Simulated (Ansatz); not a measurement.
C3H5F3, SMILES `CC(F)C(F)F`. The species carries charge 0 and has multiplicity 1.

```xyz
11

C    -0.550   -1.165   -0.085
C    -0.375    0.299   -0.379
F    -1.490    1.006    0.037
C     0.823    0.922    0.315
F     1.958    0.411   -0.225
F     0.827    0.629    1.634
H    -0.693   -1.325    0.983
H    -1.418   -1.547   -0.623
H     0.333   -1.719   -0.410
H    -0.255    0.479   -1.453
H     0.840    2.011    0.207
```

List the harmonic frequencies (cm⁻¹, unscaled) at PBE0-D4/def2-TZVP in Ansatz. (Best estimate.)

Ansatz gave: 88, 214, 246, 253, 388, 459, 573, 680, 861, 959, 1030, 1126, 1145, 1160, 1209, 1335, 1367, 1394, 1408, 1429, 1481, 1494, 3067, 3073, 3093, 3154, 3163.

Is this a minimum?

Yes, all 27 modes are real.

Give the ideal-gas thermochemistry at 298.15 K and 1 bar (rigid rotor, harmonic oscillator; point group C1, symmetry number 1).

Zero-point energy 214.4 kJ/mol; H(298) − E = 233.3 kJ/mol; entropy 329.8 J/(mol·K), of which translation 166.0, rotation 111.6, vibration 52.1; G(298) − E = 135.0 kJ/mol. Modes under 100 cm⁻¹ are hindered rotations or soft bends, so the harmonic entropy is rough.

Rotational constants (cm⁻¹)?

0.1638, 0.09142, 0.0816.
